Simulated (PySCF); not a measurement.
## Frontier orbitals and the lowest excitations

Compound: ammonium, NH4 (charge +1).
Atom-mapped SMILES: `[NH4+:1]` (hydrogens: H2, H3, H4, H5 on N1)

Cartesian coordinates in Å at the GFN2-xTB level; atoms count from 1:
```xyz
5
NH4 angstrom
N      0.0017    0.0006   -0.0034
H      0.8666   -0.5583   -0.0121
H      0.1846    0.9226   -0.4235
H     -0.3180    0.1232    0.9676
H     -0.7263   -0.4853   -0.5457
```

Computed with PySCF, TDDFT B3LYP/def2-SVPD, vertical, gas phase, core orbitals frozen in the response.

Kohn–Sham orbitals with the atoms that hold most of them (Löwdin shares over 4%, at most four atoms; ? is withheld):

| orbital | ε (eV) | atoms |
| --- | --- | --- |
| HOMO-3 | -33.66 | N1 46%, H5 14%, H4 14%, H3 14% |
| HOMO-2 | -22.47 | N1 59%, H5 21%, H4 10%, H2 6% |
| HOMO-1 | -22.47 | N1 59%, H3 20%, H2 14%, H5 5% |
| HOMO | -22.47 | N1 59%, H4 17%, H2 11%, H3 8% |
| LUMO | ? | ? |
| LUMO+1 | -4.03 | H2 46%, N1 33%, H4 10%, H3 6% |
| LUMO+2 | -4.03 | H3 35%, N1 33%, H4 28% |

Problem. Which atoms hold the LUMO, and with what shares?

Solution. N1 (bonded to 4 H) 36%; H2 (bonded to N) 16%; H3 (bonded to N) 16%; H4 (bonded to N) 16%. By element: hydrogen 48% or more, nitrogen 36%.

Problem. What is the LUMO energy, and the HOMO–LUMO gap?

Solution. ε(LUMO) = -6.30 eV; the gap is 16.17 eV (0.5942 hartree).

Within 0.005 eV of a neighbour in this list lie HOMO-2/HOMO-1/HOMO and LUMO+1/LUMO+2 (point group found: Td); within a degenerate set the shares of single atoms can hang on how the components are chosen.

Problem. How does S1 compare with the orbital gap of 16.17 eV?

Solution. S1 is at 14.89 eV (f = 0.133), 1.28 eV below the gap, made of HOMO-2/HOMO-1/HOMO→LUMO (≥94%). S1/S2/S3 lie within about 0.01 eV of each other. Without the coupling terms of the response equations the lowest excitation would equal the gap.

Next come S2 at 14.89 eV (f 0.133), HOMO-2/HOMO-1/HOMO→LUMO (99%); S3 at 14.89 eV (f 0.133), HOMO-2/HOMO-1/HOMO→LUMO (≥95%); S4 at 16.64 eV (f 0.0000), HOMO-2/HOMO-1/HOMO→LUMO+1/LUMO+2 (≥74%); S5 at 16.64 eV (f 0.0000), HOMO-2/HOMO-1/HOMO→LUMO+3 (≥47%), HOMO-2/HOMO-1/HOMO→LUMO+1/LUMO+2 (≥40%).

Orbitals of the list HOMO-3 to LUMO+2 that lie within 0.01 eV of each other are written together with a slash and their weights summed (≥ marks a lower bound); for degenerate orbitals outside that list single weights are arbitrary.

Löwdin shares depend on the basis, the more so with diffuse functions.

Time: 1.6 s. Hardware: one thread of an Arm Neoverse N1, no GPU (shared host).
